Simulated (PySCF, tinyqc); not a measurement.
Inside a calculation. Method: CID on RHF in the sto-6g basis, frozen core, for LiH, spin multiplicity 1. The lowest restricted solution is unstable here: a spin-polarised one lies 0.0129 hartree lower (PySCF). Computed by tinyqc, a small Python program that keeps every step (integrals from PySCF). Settings: charge = 0, multiplicity = 1, basis = sto-6g, method = RHF, frozen orbitals = 1, energy threshold = 1e-10, iteration cap = 87, orthogonalisation = symmetric, start = Wolfsberg-Helmholz matrix, DIIS depth = 6, ci = CID, davidson = 1. Command: `OMP_NUM_THREADS=1 python tinyqc.py 25079 25080 out.jsonl` (the two numbers bound the seeds that draw the settings). One thread of a shared host (Intel(R) Xeon(R) Processor @ 2.60GHz), about 0.1 s of CPU time with the checks. The early iterations of the SCF are left out here.

## One-electron integrals

Geometry (angstrom):

| atom | x | y | z |
|---|---|---|---|
| Li | 0.00000 | 0.00000 | 0.00000 |
| H | 0.00000 | 0.00000 | 2.33000 |

Basis sto-6g: exponents (1/bohr^2) and contraction coefficients of normalised primitives:

| element | l (shell) | exponent | coefficient |
|---|---|---|---|
| Li | s (1) | 167.17585 | 0.00916 |
| Li | s (1) | 30.65151 | 0.04936 |
| Li | s (1) | 8.57519 | 0.16854 |
| Li | s (1) | 2.94581 | 0.37056 |
| Li | s (1) | 1.14394 | 0.41649 |
| Li | s (1) | 0.47114 | 0.13033 |
| Li | s (2) | 6.59756 | -0.01325 |
| Li | s (2) | 1.30583 | -0.04699 |
| Li | s (2) | 0.40585 | -0.03379 |
| Li | s (2) | 0.15615 | 0.25024 |
| Li | s (2) | 0.06781 | 0.59512 |
| Li | s (2) | 0.03108 | 0.24071 |
| Li | p (3) | 6.59756 | 0.00376 |
| Li | p (3) | 1.30583 | 0.03768 |
| Li | p (3) | 0.40585 | 0.17390 |
| Li | p (3) | 0.15615 | 0.41804 |
| Li | p (3) | 0.06781 | 0.42586 |
| Li | p (3) | 0.03108 | 0.10171 |
| H | s (1) | 35.52322 | 0.00916 |
| H | s (1) | 6.51314 | 0.04936 |
| H | s (1) | 1.82214 | 0.16854 |
| H | s (1) | 0.62596 | 0.37056 |
| H | s (1) | 0.24308 | 0.41649 |
| H | s (1) | 0.10011 | 0.13033 |

Overlap, kinetic and nuclear-attraction integrals over the contracted functions; the nuclear repulsion is the sum of Za Zb / Rab.

nuclear repulsion = 0.6813440 hartree

overlap S:
```
          1Li 1s   1Li 2s  1Li 2px  1Li 2py  1Li 2pz    2H 1s
1Li 1s   1.00000  0.23574  0.00000  0.00000  0.00000  0.01370
1Li 2s   0.23574  1.00000  0.00000  0.00000  0.00000  0.23180
1Li 2px  0.00000  0.00000  1.00000  0.00000  0.00000  0.00000
1Li 2py  0.00000  0.00000  0.00000  1.00000  0.00000  0.00000
1Li 2pz  0.00000  0.00000  0.00000  0.00000  1.00000  0.33746
2H 1s    0.01370  0.23180  0.00000  0.00000  0.33746  1.00000
```

kinetic energy T (hartree):
```
           1Li 1s    1Li 2s  1Li 2px  1Li 2py  1Li 2pz     2H 1s
1Li 1s    3.61674  -0.11072  0.00000  0.00000  0.00000  -0.00589
1Li 2s   -0.11072   0.10652  0.00000  0.00000  0.00000   0.00836
1Li 2px   0.00000   0.00000  0.32001  0.00000  0.00000   0.00000
1Li 2py   0.00000   0.00000  0.00000  0.32001  0.00000   0.00000
1Li 2pz   0.00000   0.00000  0.00000  0.00000  0.32001   0.03848
2H 1s    -0.00589   0.00836  0.00000  0.00000  0.03848   0.76852
```

nuclear attraction V (hartree):
```
           1Li 1s    1Li 2s   1Li 2px   1Li 2py   1Li 2pz     2H 1s
1Li 1s   -8.29426  -0.88190   0.00000   0.00000  -0.00803  -0.05281
1Li 2s   -0.88190  -1.42057   0.00000   0.00000  -0.08115  -0.34951
1Li 2px   0.00000   0.00000  -1.40059   0.00000   0.00000   0.00000
1Li 2py   0.00000   0.00000   0.00000  -1.40059   0.00000   0.00000
1Li 2pz  -0.00803  -0.08115   0.00000   0.00000  -1.46039  -0.51481
2H 1s    -0.05281  -0.34951   0.00000   0.00000  -0.51481  -1.92082
```

core Hamiltonian H = T + V (hartree):
```
           1Li 1s    1Li 2s   1Li 2px   1Li 2py   1Li 2pz     2H 1s
1Li 1s   -4.67752  -0.99263   0.00000   0.00000  -0.00803  -0.05870
1Li 2s   -0.99263  -1.31405   0.00000   0.00000  -0.08115  -0.34115
1Li 2px   0.00000   0.00000  -1.08058   0.00000   0.00000   0.00000
1Li 2py   0.00000   0.00000   0.00000  -1.08058   0.00000   0.00000
1Li 2pz  -0.00803  -0.08115   0.00000   0.00000  -1.14039  -0.47633
2H 1s    -0.05870  -0.34115   0.00000   0.00000  -0.47633  -1.15230
```

## Two-electron integrals

Functions are numbered as in S; the eight-fold symmetry (ij|kl) = (ji|kl) = (kl|ij) leaves the list below.

Two-electron integrals (ij|kl) in chemists' order, unique and non-zero (hartree):
```
(11|11) 1.68125   (21|11) 0.24260   (21|21) 0.04451   (22|11) 0.39719
(22|21) 0.09028   (22|22) 0.29062   (31|31) 0.00944   (32|31) 0.01426
(32|32) 0.06424   (33|11) 0.39719   (33|21) 0.09028   (33|22) 0.29062
(33|33) 0.31312   (41|41) 0.00944   (42|41) 0.01426   (42|42) 0.06424
(43|43) 0.01688   (44|11) 0.39719   (44|21) 0.09028   (44|22) 0.29062
(44|33) 0.27937   (44|44) 0.31312   (51|51) 0.00944   (52|51) 0.01426
(52|52) 0.06424   (53|53) 0.01688   (54|54) 0.01688   (55|11) 0.39719
(55|21) 0.09028   (55|22) 0.29062   (55|33) 0.27937   (55|44) 0.27937
(55|55) 0.31312   (61|11) 0.01364   (61|21) 0.00247   (61|22) 0.00516
(61|33) 0.00508   (61|44) 0.00508   (61|51) 0.00033   (61|52) 0.00071
(61|55) 0.00531   (61|61) 0.00015   (62|11) 0.06618   (62|21) 0.01542
(62|22) 0.05733   (62|33) 0.05401   (62|44) 0.05401   (62|51) 0.00242
(62|52) 0.01788   (62|55) 0.06399   (62|61) 0.00107   (62|62) 0.02381
(63|31) 0.00088   (63|32) 0.00491   (63|53) 0.00223   (63|63) 0.00113
(64|41) 0.00088   (64|42) 0.00491   (64|54) 0.00223   (64|64) 0.00113
(65|11) 0.09146   (65|21) 0.02143   (65|22) 0.08161   (65|33) 0.07606
(65|44) 0.07606   (65|51) 0.00378   (65|52) 0.02792   (65|55) 0.09272
(65|61) 0.00152   (65|62) 0.03643   (65|65) 0.05604   (66|11) 0.22708
(66|21) 0.05351   (66|22) 0.21779   (66|33) 0.20034   (66|44) 0.20034
(66|51) 0.00799   (66|52) 0.07656   (66|55) 0.25269   (66|61) 0.00376
(66|62) 0.12190   (66|65) 0.19124   (66|66) 0.77500
```

## Orthogonalisation

S = U s U^T; symmetric (Loewdin) form X = U s^(-1/2) U^T, so that X^T S X = 1.

eigenvalues of S: 0.56890  0.81263  1.00000  1.00000  1.17781  1.44066

X:
```
           1Li 1s    1Li 2s  1Li 2px  1Li 2py   1Li 2pz     2H 1s
1Li 1s    1.02227  -0.12564  0.00000  0.00000  -0.00490   0.01647
1Li 2s   -0.12564   1.04622  0.00000  0.00000   0.03458  -0.13347
1Li 2px   0.00000   0.00000  1.00000  0.00000   0.00000   0.00000
1Li 2py   0.00000   0.00000  0.00000  1.00000   0.00000   0.00000
1Li 2pz  -0.00490   0.03458  0.00000  0.00000   1.04883  -0.18932
2H 1s     0.01647  -0.13347  0.00000  0.00000  -0.18932   1.07238
```

## Iteration 9 (converged): orbitals

converged F (hartree):
```
           1Li 1s    1Li 2s  1Li 2px  1Li 2py   1Li 2pz     2H 1s
1Li 1s   -2.41031  -0.62119  0.00000  0.00000   0.01303  -0.03709
1Li 2s   -0.62119  -0.18835  0.00000  0.00000  -0.05320  -0.17936
1Li 2px   0.00000   0.00000  0.15661  0.00000   0.00000   0.00000
1Li 2py   0.00000   0.00000  0.00000  0.15661   0.00000   0.00000
1Li 2pz   0.01303  -0.05320  0.00000  0.00000   0.06784  -0.18028
2H 1s    -0.03709  -0.17936  0.00000  0.00000  -0.18028  -0.07093
```

Diagonalise F' = X^T F X, C = X C', fill 2 alpha and 2 beta electrons from the bottom; D = 2 C_occ C_occ^T. Each column has its largest component positive (the first on a tie).

F' = X^T F X (hartree):
```
          1         2        3        4         5         6
1  -2.36294  -0.33991  0.00000  0.00000   0.01094   0.02269
2  -0.33991  -0.03554  0.00000  0.00000  -0.00005  -0.17961
3   0.00000   0.00000  0.15661  0.00000   0.00000   0.00000
4   0.00000   0.00000  0.00000  0.15661   0.00000   0.00000
5   0.01094  -0.00005  0.00000  0.00000   0.14189  -0.21083
6   0.02269  -0.17961  0.00000  0.00000  -0.21083   0.04005
```

orbital energies (hartree): MO1 -2.41161, MO2 -0.22247, MO3 0.06787, MO4 0.15661, MO5 0.15661, MO6 0.34967

coefficients C:
```
              MO1       MO2       MO3       MO4      MO5       MO6
1Li 1s    0.99418  -0.13856  -0.20599   0.00000  0.00000   0.10528
1Li 2s    0.02360   0.50346   0.80262   0.00000  0.00000  -0.48076
1Li 2px   0.00000   0.00000   0.00000   0.97286  0.23140   0.00000
1Li 2py   0.00000   0.00000   0.00000  -0.23140  0.97286   0.00000
1Li 2pz  -0.00449   0.32207  -0.57961   0.00000  0.00000  -0.83511
2H 1s    -0.00090   0.61701  -0.22327   0.00000  0.00000   0.87942
```

D after iteration 9:
```
           1Li 1s    1Li 2s  1Li 2px  1Li 2py   1Li 2pz     2H 1s
1Li 1s    2.01518  -0.09260  0.00000  0.00000  -0.09818  -0.17277
1Li 2s   -0.09260   0.50806  0.00000  0.00000   0.32409   0.62124
1Li 2px   0.00000   0.00000  0.00000  0.00000   0.00000   0.00000
1Li 2py   0.00000   0.00000  0.00000  0.00000   0.00000   0.00000
1Li 2pz  -0.09818   0.32409  0.00000  0.00000   0.20750   0.39745
2H 1s    -0.17277   0.62124  0.00000  0.00000   0.39745   0.76140
```

Within a degenerate level the vectors are fixed only up to a rotation; this is one choice.

## Convergence

Stop when the energy changes by less than 1e-10 hartree and every element of the error matrix X^T (F D S - S D F) X is below 3e-06.

Course of the cycle:

| iteration | E (hartree) | change | largest element of the error matrix |
|---|---|---|---|
| 1 | -7.8643565 | - | 5.29e-02 |
| 2 | -7.8750289 | -1.07e-02 | 2.49e-02 |
| 3 | -7.8799059 | -4.88e-03 | 1.26e-02 |
| 4 | -7.8812150 | -1.31e-03 | 3.88e-03 |
| 5 | -7.8812698 | -5.48e-05 | 3.98e-04 |
| 6 | -7.8812702 | -4.04e-07 | 1.56e-04 |
| 7 | -7.8812702 | -5.66e-08 | 1.81e-05 |
| 8 | -7.8812702 | -6.90e-10 | 1.89e-08 |
| 9 | -7.8812702 | -5.33e-15 | 4.67e-10 |

PySCF RHF in the same basis = -7.8812702 hartree

Converged in 9 iterations.

## Integrals over molecular orbitals

(pq|rs) = sum C_ip C_jq C_kr C_ls (ij|kl), one index at a time.

one-electron integrals over orbitals h = C^T H C (hartree):
```
          1         2         3         4         5         6
1  -4.67035   0.09504   0.16295   0.00000   0.00000  -0.05499
2   0.09504  -1.25818   0.00270   0.00000   0.00000   0.05853
3   0.16295   0.00270  -1.09014   0.00000   0.00000   0.02004
4   0.00000   0.00000   0.00000  -1.08058   0.00000   0.00000
5   0.00000   0.00000   0.00000   0.00000  -1.08058   0.00000
6  -0.05499   0.05853   0.02004   0.00000   0.00000  -1.02807
```

Two-electron integrals over orbitals (pq|rs), unique and non-zero (hartree); the lowest 1 orbital is frozen and left out:
```
(22|22) 0.44242    (32|22) -0.06266   (32|32) 0.02471    (33|22) 0.21027
(33|32) 0.01645    (33|33) 0.32525    (42|42) 0.02044    (43|42) 0.02069
(43|43) 0.04169    (44|22) 0.23686    (44|32) 0.01714    (44|33) 0.27886
(44|44) 0.31312    (52|52) 0.02044    (53|52) 0.02069    (53|53) 0.04169
(54|54) 0.01688    (55|22) 0.23686    (55|32) 0.01714    (55|33) 0.27886
(55|44) 0.27937    (55|55) 0.31312    (62|22) 0.10704    (62|32) -0.04862
(62|33) -0.01913   (62|44) -0.04182   (62|55) -0.04182   (62|62) 0.13362
(63|22) -0.06086   (63|32) 0.02029    (63|33) 0.03720    (63|44) 0.00999
(63|55) 0.00999    (63|62) -0.04147   (63|63) 0.03341    (64|42) -0.01776
(64|43) -0.01134   (64|64) 0.01888    (65|52) -0.01776   (65|53) -0.01134
(65|65) 0.01888    (66|22) 0.41087    (66|32) -0.04866   (66|33) 0.23836
(66|44) 0.25577    (66|55) 0.25577    (66|62) 0.08601    (66|63) -0.04592
(66|66) 0.40338
```

## CID: determinants and Hamiltonian

one-electron integrals dressed by the frozen orbital, h + 2 (pq|11) - (p1|1q) (hartree):
```
          2         3         4         5         6
2  -0.66490   0.06266   0.00000   0.00000  -0.10704
3   0.06266  -0.32796   0.00000   0.00000   0.07310
4   0.00000   0.00000  -0.29667   0.00000   0.00000
5   0.00000   0.00000   0.00000  -0.29667   0.00000
6  -0.10704   0.07310   0.00000   0.00000  -0.33845
```

energy of the frozen orbital, 2 h_11 + (11|11) = -7.6752476 hartree

Hartree-Fock energy = -7.8812702 hartree

Slater-Condon rules over spin orbitals, with the nuclear repulsion and the energy of the frozen orbital added and E(HF) subtracted on the diagonal. Only determinants linked to the reference directly or through others are kept (one block of an abelian symmetry group), so some states are absent.

Occupation strings over the orbitals (2 doubly, a alpha, b beta, 0 empty; spin orbitals ordered 1a 1b 2a 2b ...): 220000 202000 20a00b 200200 200020 20b00a 200002

H - E(HF) between determinants (hartree):
```
          220000    202000    20a00b    200200    200020    20b00a    200002
220000   0.00000   0.02471  -0.04862   0.02044   0.02044   0.04862   0.13362
202000   0.02471   0.55670   0.11029   0.04169   0.04169  -0.11029   0.03341
20a00b  -0.04862   0.11029   0.45932  -0.01134  -0.01134  -0.03341   0.02717
200200   0.02044   0.04169  -0.01134   0.60716   0.01688   0.01134   0.01888
200020   0.02044   0.04169  -0.01134   0.01688   0.60716   0.01134   0.01888
20b00a   0.04862  -0.11029  -0.03341   0.01134   0.01134   0.45932  -0.02717
200002   0.13362   0.03341   0.02717   0.01888   0.01888  -0.02717   0.61385
```

## CID: roots

Diagonalise (each vector has its largest component positive (the first on a tie)); all determinants have Ms = 0, so triplets appear too. The lowest singlet root is the correlation energy.

lowest roots of this matrix, relative to E(HF) (hartree): -0.04154  0.36396  0.42591  0.59029  0.60485  0.62832  0.73173

lowest vectors:
```
          root 1    root 2   root 3    root 4
220000   0.96418   0.15061  0.00000   0.00000
202000  -0.06736   0.63774  0.00000   0.00000
20a00b   0.11122  -0.51029  0.70711   0.00000
200200  -0.01589  -0.15629  0.00000   0.70711
200020  -0.01589  -0.15629  0.00000  -0.70711
20b00a  -0.11122   0.51029  0.70711   0.00000
200002  -0.20145  -0.03121  0.00000   0.00000
```

<S^2> of these roots: 0.00000  0.00000  2.00000  0.00000  0.00000  0.00000  0.00000

weight of the ground state by excitation level 0, 1, 2, ...: 0.92963  0.00000  0.07037

## The lowest root by the Davidson method

Start from the reference; add the residual divided by (theta - H_ii), orthogonalised, at each step.

Davidson iterations:

| iteration | subspace | lowest Ritz value (hartree) | residual norm |
|---|---|---|---|
| 1 | 1 | 0 | 1.55e-01 |
| 2 | 2 | -0.0408689 | 1.81e-02 |
| 3 | 3 | -0.0415247 | 2.47e-03 |
| 4 | 4 | -0.0415349 | 3.27e-04 |
| 5 | 5 | -0.0415351 | 5.84e-17 |
